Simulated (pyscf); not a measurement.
Single points on ωB97X-D3(BJ)/def2-SVP structures (PySCF, gas phase).

### Question
H₃C–Ga(CH₃)–CH₃ (SMILES [CH3][Ga]([CH3])[CH3]) + H₂O (SMILES O) → CH₄ (SMILES C) + H₃C–Ga(CH₃)–OH (SMILES [CH3][Ga]([CH3])[OH])
Surface: singlet. Broken: C–Ga, H–O. Formed: C–H, Ga–O. Give ΔE‡ and ΔE from ωB97M-D3(BJ)/def2-TZVP, relative to the separated reactants.

### Answer
ΔE‡ = 0.44 eV, ΔE = -0.99 eV. Zero-point energy shifts the barrier by 0.00 eV. It is a four-centre exchange, with an imaginary mode of 1403i cm⁻¹. On the reactant side the descent ends in an adduct with a Ga–O contact, 0.57 eV under the separated species and 0.97 eV under the saddle at ωB97X-D3(BJ)/def2-TZVP. What is counted as formed (Ga–O) is already present as a longer contact in the reactant adduct; forming that adduct is a step of its own. One saddle was located; it need not be the lowest between these sides. Elements up to Kr have no core potential and no relativistic terms here.
